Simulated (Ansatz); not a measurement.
C₂H₇Si (`C[SiH]C`) radical. The species carries charge 0 and has multiplicity 2.

```xyz
10

C    -0.853   -0.428   -1.244
Si   -0.533   -0.376    0.604
C     1.168    0.310    1.000
H    -0.786    0.577   -1.674
H    -1.848   -0.822   -1.460
H    -0.121   -1.061   -1.751
H    -1.588    0.434    1.287
H     1.952   -0.304    0.549
H     1.338    0.341    2.078
H     1.271    1.329    0.611
```

(1) List the harmonic frequencies (cm⁻¹, unscaled) at PBE0-D4/def2-TZVP in Ansatz. (Best estimate.)

(2) Is this a minimum?

(3) Give the ideal-gas thermochemistry at 298.15 K and 1 bar (rigid rotor, harmonic oscillator; point group Cs, symmetry number 1).

(4) And at 400, 500, 600, 800 and 1000 K?

(5) Rotational constants (cm⁻¹)?

Answers

(1) Computed: 139, 154, 202, 501, 605, 652, 685, 740, 856, 864, 895, 1263, 1270, 1439, 1442, 1447, 1454, 2171, 3038, 3038, 3118, 3118, 3141, 3141.

(2) Yes, all 24 modes are real.

(3) Zero-point energy 211.6 kJ/mol; H(298) − E = 228.9 kJ/mol; entropy 308.0 J/(mol·K), of which translation 159.7, rotation 99.9, vibration 42.7, electronic 5.8; G(298) − E = 137.1 kJ/mol.

(4) 
```
T (K)  H − E (kJ/mol)  S (J/mol/K)  G − E (kJ/mol)
  400           238.7        336.2           104.2
  500           250.1        361.4            69.3
  600           262.8        384.7            32.0
  800           291.8        426.2           -49.2
 1000           324.4        462.5          -138.1
```

(5) 0.6348, 0.1991, 0.1644.
